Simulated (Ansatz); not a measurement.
As (model structure, started from the simple cubic type, Pm-3m, No. 221, 1 atom in the cell)

Method: PBEsol (plane waves, PAW; Ansatz, a program for electronic structure).

Numerical settings: plane-wave cutoff 500 eV, 14×14×14 k mesh, Fermi–Dirac smearing 0.05 eV, scalar-relativistic PAW data made under PBE.

Cell (relaxed at this level):

```
As
1.0
    2.69062     0.00000     0.00000
    0.00000     2.69062     0.00000
    0.00000     0.00000     2.69062
As
1
Direct
  0.00000   0.00000   0.00000
```

band gap: none

Note: the relaxation could raise the start's symmetry but not lower it, so the cell can be a saddle point.

Spin–orbit coupling is not included.

Static lattice: no zero-point or thermal effects.

It cost about 14 core-seconds (a rough figure) of CPU time.

A model structure was made by putting elements into a prototype or built by hand; it is no filed structure, need not be a known phase, and can be a saddle point held by its symmetry.
